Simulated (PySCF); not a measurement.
Isobutyronitrile, C4H7N.
Geometry (PBE0-D3(BJ)/def2-TZVP, Å), atoms numbered from 1 in this order:
```xyz
12
C4H7N angstrom
C      0.217   -0.837    1.046
C      0.419    0.161   -0.093
C     -0.609   -0.021   -1.207
C      0.381    1.528    0.419
N      0.341    2.601    0.831
H      0.308   -1.855    0.660
H     -0.777   -0.723    1.483
H      0.956   -0.697    1.835
H      1.422    0.019   -0.512
H     -1.621    0.117   -0.822
H     -0.451    0.694   -2.016
H     -0.530   -1.030   -1.616
```

Computed with PBE0-D3(BJ)/def2-TZVP geometry optimisation, gas phase (PySCF 2.14.0).

Take the most abundant isotopes and a rigid rotor. 

Give the principal moments of inertia and the rotational constants in MHz.

Ia = 62.99, Ib = 126.25, Ic = 172.64 u·Å²; 505379 MHz·u·Å²/I gives A = 8024, B = 4003, C = 2927 MHz.

What kind of rotor is it?

An asymmetric top; Ray's κ = -0.578.

Is it planar, by Δ = Ic − Ia − Ib?

Not planar: Δ = Ic − Ia − Ib = -16.60 u·Å². For a rigid frame Δ = −2 Σ m c², so Σ m c² = 8.30 u·Å² lies off the ab plane: 5.49 from hydrogen and 2.81 from heavier atoms. The atom farthest from that plane is 1.48 Å away.

Give the other two planar moments, Paa and Pbb, and the rms extents of the mass along the axes.

Paa = Σ m a² = (Ib + Ic − Ia)/2 = 117.95 and Pbb = Σ m b² = (Ia + Ic − Ib)/2 = 54.69 u·Å². With the mass M = 69.06 u, the rms extents √(P/M) along a, b and c are 1.31, 0.89, 0.35 Å.

Predict some low-J microwave lines.

The dipole components are |μa| = 4.08 D, |μb| = 0.00 D, |μc| = 0.70 D; the mirror of this Cs structure is the ac plane, so μb vanishes by symmetry and there are no b-type lines. The squared components, which scale the intensities, stand as 1.00 : 0.03 (a : c). Some lines, for components of 0.1 D or more:

```json
{"type": "a", "branch": "Q", "J(Ka,Kc)": "3(2,1) ← 3(2,2)", "MHz": "907", "lower level (cm⁻¹)": "1.995"}
{"type": "a", "branch": "Q", "J(Ka,Kc)": "1(1,0) ← 1(1,1)", "MHz": "1076", "lower level (cm⁻¹)": "0.365"}
{"type": "c", "branch": "Q", "J(Ka,Kc)": "2(1,2) ← 2(0,2)", "MHz": "3134", "lower level (cm⁻¹)": "0.687"}
{"type": "a", "branch": "Q", "J(Ka,Kc)": "2(1,1) ← 2(1,2)", "MHz": "3227", "lower level (cm⁻¹)": "0.792"}
{"type": "c", "branch": "Q", "J(Ka,Kc)": "1(1,1) ← 1(0,1)", "MHz": "4021", "lower level (cm⁻¹)": "0.231"}
{"type": "a", "branch": "Q", "J(Ka,Kc)": "3(1,2) ← 3(1,3)", "MHz": "6433", "lower level (cm⁻¹)": "1.428"}
{"type": "a", "branch": "R", "J(Ka,Kc)": "1(0,1) ← 0(0,0)", "MHz": "6930", "lower level (cm⁻¹)": "0.000"}
{"type": "c", "branch": "Q", "J(Ka,Kc)": "3(2,2) ← 3(1,2)", "MHz": "10579", "lower level (cm⁻¹)": "1.642"}
{"type": "c", "branch": "R", "J(Ka,Kc)": "1(1,0) ← 0(0,0)", "MHz": "12027", "lower level (cm⁻¹)": "0.000"}
{"type": "a", "branch": "R", "J(Ka,Kc)": "2(0,2) ← 1(0,1)", "MHz": "13672", "lower level (cm⁻¹)": "0.231"}
{"type": "a", "branch": "R", "J(Ka,Kc)": "2(1,1) ← 1(1,0)", "MHz": "14936", "lower level (cm⁻¹)": "0.401"}
{"type": "a", "branch": "R", "J(Ka,Kc)": "3(1,3) ← 2(1,2)", "MHz": "19069", "lower level (cm⁻¹)": "0.792"}
{"type": "c", "branch": "R", "J(Ka,Kc)": "2(1,1) ← 1(0,1)", "MHz": "20033", "lower level (cm⁻¹)": "0.231"}
{"type": "a", "branch": "R", "J(Ka,Kc)": "3(0,3) ← 2(0,2)", "MHz": "20073", "lower level (cm⁻¹)": "0.687"}
{"type": "a", "branch": "R", "J(Ka,Kc)": "3(2,2) ← 2(2,1)", "MHz": "20791", "lower level (cm⁻¹)": "1.302"}
{"type": "a", "branch": "R", "J(Ka,Kc)": "3(2,1) ← 2(2,0)", "MHz": "21509", "lower level (cm⁻¹)": "1.308"}
{"type": "c", "branch": "Q", "J(Ka,Kc)": "3(3,1) ← 3(2,1)", "MHz": "21995", "lower level (cm⁻¹)": "2.026"}
{"type": "a", "branch": "R", "J(Ka,Kc)": "3(1,2) ← 2(1,1)", "MHz": "22275", "lower level (cm⁻¹)": "0.899"}
{"type": "c", "branch": "R", "J(Ka,Kc)": "2(2,0) ← 1(1,0)", "MHz": "27187", "lower level (cm⁻¹)": "0.401"}
{"type": "c", "branch": "R", "J(Ka,Kc)": "2(2,1) ← 1(1,1)", "MHz": "28074", "lower level (cm⁻¹)": "0.365"}
{"type": "c", "branch": "R", "J(Ka,Kc)": "3(1,2) ← 2(0,2)", "MHz": "28635", "lower level (cm⁻¹)": "0.687"}
{"type": "c", "branch": "R", "J(Ka,Kc)": "3(2,1) ← 2(1,1)", "MHz": "33760", "lower level (cm⁻¹)": "0.899"}
{"type": "c", "branch": "R", "J(Ka,Kc)": "3(2,2) ← 2(1,2)", "MHz": "36080", "lower level (cm⁻¹)": "0.792"}
{"type": "c", "branch": "R", "J(Ka,Kc)": "3(3,0) ← 2(2,0)", "MHz": "43526", "lower level (cm⁻¹)": "1.308"}
{"type": "c", "branch": "R", "J(Ka,Kc)": "3(3,1) ← 2(2,1)", "MHz": "43693", "lower level (cm⁻¹)": "1.302"}
```

Estimate the classical rotational partition function at 10 K, 25 K and 200 K.

Point group Cs, symmetry number σ = 1; q = (√π/σ)·√((kT/h)³/(ABC)), k/h = 20836.6 MHz/K: 550 at 10 K, 2170 at 25 K, 49200 at 200 K.

No PBE0-D3(BJ)/def2-TZVP frequencies stand behind this structure, so it isn't proved a minimum. Zero-point vibration and centrifugal distortion are left out. A rigid rotor knows nothing of internal rotation, which can split or shift real lines. Quadrupole hyperfine structure (14N) is left out.

The run took 6.3 min wall, 9.0 min CPU on Intel Xeon at 2.50 GHz, 2 threads, on a shared host, and the process peaked at 1.0 GiB of memory. That covers the optimisation of the geometry.
